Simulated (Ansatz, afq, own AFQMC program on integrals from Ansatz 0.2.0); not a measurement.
AFQMC on a folder of integrals that Ansatz 0.2.0 wrote.

```yaml
crystal:
  periodic: [false, false, false]
  atoms:
    - {symbol: F, position_ang: [0.000000, 0.000000, 0.000000]}
    - {symbol: Mg, position_ang: [0.000000, 0.000000, 4.027000]}
basis:
  gaussian: {orbitals: aug-cc-pVDZ}
total_charge: -1
magnetization: {spin_polarized: true, initial_magnetization: 2}
correlation: {method: ccsd_t, electrons: outside_noble_gas, hamiltonian_folder: ham}
```

```sh
$ ansatz run in.yaml --threads 1 --pin off --events-out ev --progress --plain --max-ram 1382MiB
```

Options of the walk:

```
--method phaseless --trial hf --walkers 120 --populations 1 --least-time 40 --time-step 0.005 --steps-per-block 20 --equilibration-blocks 160 --max-blocks 600 --target-error 0.00228 --factor-cut 1e-05 --start spin_pure --seed 2776 --taylor-order 6
```

Times are imaginary, in 1/Eh. The walk had a cap of 1931 s.

afq prints:

```
orbitals 44  electrons 6 4  factors 288 of 472
reference energy -298.98988260 Eh
CCSD correlation -0.23934556 Eh in 18 cycles, weight of the determinant in the CISD state 0.9228
energy of the start -298.989883 Eh
 block  time / (1/Eh)  mean weight  energy / Eh
     1     0.100  1.0007  -299.066340
     2     0.200  1.0015  -299.123384
     3     0.300  1.0023  -299.168582
     4     0.400  1.0005  -299.214753
     5     0.500  1.0029  -299.222926
     8     0.800  0.9987  -299.243429
    20     2.000  1.0003  -299.210380
    77     7.700  1.0007  -299.212972
   134    13.400  0.9994  -299.191307
   191    19.100  1.0006  -299.203424
   248    24.800  1.0038  -299.266330
   305    30.500  0.9997  -299.266207
   362    36.200  0.9981  -299.317376
   419    41.900  0.9976  -299.247757
   457    45.700  0.9952  -299.181243
   476    47.600  1.0022  -299.268954
   533    53.300  0.9983  -299.248278
   590    59.000  0.9968  -299.238262
   647    64.700  0.9998  -299.244653
   666    66.600  1.0056  -299.417537
   704    70.400  0.9993  -299.240327
   742    74.200  0.9997  -299.241079
blocks merged  error / Eh  count
     1  0.001321  600
     2  0.001705  300
     4  0.002143  150
     8  0.002582  75
    16  0.002774  37
    32  0.003172  18
    64  0.002989  9
energy -299.245750 +/- 0.003172 Eh
(rows thinned)
```

The run passed its tests (sampling time, drift between the halves within three errors, error under three times the target), which doesn't prove that it has relaxed.

Against this walk (error 86.3 meV) on the same determinant: CCSD(T) 276.1 meV higher, CCSDT(Q) 245.9 meV higher, a separate phaseless walk with a CISD trial and standard settings 277.6 ± 88.6 meV higher. The error is statistical and leaves out the bias of the constraint.

Cautions: constraint bias not in the error; error above the target (86.3 against 62.0 meV); lower spins were not checked.

The walk took 2.6 min on 1 thread of AMD EPYC 9R45 96-Core Processor (Zen 5), on a shared host. The log's last line is the phaseless energy.

CCSDT and higher add their correlation energy to the determinant of the CCSD(T) run, since their own runs factorise the integrals more tightly (a shift of under 2 meV). A walk keeps the symmetry of its determinant, which the program's search chose and which needn't be the lowest solution, so a lower state of the same spin and another symmetry isn't excluded.
